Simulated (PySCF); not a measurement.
Difluorophosphine, `FPF`. Computed with PBE0-D3(BJ)/def2-SVP geometry optimisation, gas phase in PySCF 2.14.0.

```
atom  x, y, z in Å
F1     1.2602   -0.5430    0.2998
P2    -0.1290   -0.3153   -0.4801
F3    -1.1277   -0.2425    0.7801
H4     0.0214    1.1116   -0.6239
```

Where is the centre of mass (commonest isotopes), and what is the radius of gyration?

Mass 69.978 u; centre at (-0.021, -0.337, 0.072) Å; Rg = √(Σ m r²/M) = 1.058 Å. As Ia + Ib + Ic = 2 Σ m r², the three principal moments sum to 156.7 u·Å².

Which two atoms are farthest apart?

F1···F3, 2.45 Å; the next longest distance is 2.26 Å.

Work out the bond lengths F1–P2, P2–F3, P2–H4 in bohr.

For F1–P2 the difference vector is (-1.3892, 0.2277, -0.7799) Å, of length 1.6093 Å. 1 bohr = 0.529177 Å. F1–P2 3.041; P2–F3 3.042; P2–H4 2.725 bohr.

What is the repulsion energy of the bare nuclei, Σ ZA·ZB/RAB?

115.95 Eh over 6 pairs, with full nuclear charges and distances in bohr; the largest single term is 44.39 Eh (F1 with P2, or a pair equal to it).

What are the angles F1–P2–F3, F3–P2–H4, F1–P2–H4?

From the scalar product of the two bond vectors; for F1–P2–F3 it is -0.4211 Å² over 1.6093 × 1.6096 Å², cos θ = -0.1626. F1–P2–F3 99.4°; F3–P2–H4 95.6°; F1–P2–H4 95.6°.

Whether it is a minimum is left open (no frequencies).
